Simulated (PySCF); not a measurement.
Job file and geometry (Å, from GFN2-xTB) of an NMR shielding run on SMILES N, H3N, GIAO BLYP/6-31G-J NMR shielding, non-relativistic, gas phase in PySCF; density fitting, a coarse starting grid and PySCF grid level 2 are the driver's defaults:

```
$ OMP_NUM_THREADS=1 python probes_run.py task.json out

{"job": {"kind": "nmr", "xc": "BLYP", "basis": "6-31G-J", "pop": false}, "charge": 0, "multiplicity": 1}
N      0.005567     0.002694     0.269341
H      0.924501    -0.196064    -0.106804
H     -0.630350    -0.700539    -0.086466
H     -0.289484     0.898682    -0.098925
```

Task: Write the output of this run.

Result: 
```
coarse grid: 2928 points
cycle   1  E = -56.4706312031  dE = -1.443e-02  |g| = 5.010e-01  |ddm| = 1.346e+00
cycle   2  E = -56.3633858332  dE =  1.072e-01  |g| = 8.549e-01  |ddm| = 1.037e+00
cycle   3  E = -56.5266586465  dE = -1.633e-01  |g| = 9.766e-03  |ddm| = 7.008e-01
cycle   4  E = -56.5266900397  dE = -3.139e-05  |g| = 1.522e-03  |ddm| = 2.788e-02
cycle   5  E = -56.5266906755  dE = -6.358e-07  |g| = 1.361e-04  |ddm| = 2.650e-03
final grid: 27112 points
cycle   6  E = -56.5140951183  dE = -9.142e-06  |g| = 7.618e-03  |ddm| = 9.149e-03
cycle   7  E = -56.5140731603  dE =  2.196e-05  |g| = 1.261e-02  |ddm| = 1.357e-02
cycle   8  E = -56.5141058912  dE = -3.273e-05  |g| = 3.828e-04  |ddm| = 8.951e-03
cycle   9  E = -56.5141059223  dE = -3.111e-08  |g| = 4.453e-06  |ddm| = 2.732e-04
cycle  10  E = -56.5141059223  dE = -6.239e-12  |g| = 1.565e-06  |ddm| = 1.113e-05
converged SCF energy = -56.5141059223

GIAO shielding tensors (ppm)
atom      isotropic    diamagn.    paramagn.     s11        s22        s33       span
  0 N      248.261     315.757     -67.496    215.444    264.656    264.683     49.239
  1 H       33.336      30.632       2.705     27.718     29.454     42.837     15.119
  2 H       33.334      30.630       2.704     27.717     29.452     42.832     15.115
  3 H       33.334      30.630       2.704     27.718     29.452     42.833     15.115
```

Size and cost of the density-fitted run: 24 basis functions, 0.35 s wall time on 1 thread of an Intel Xeon, shared host; peak memory 0.25 GiB.
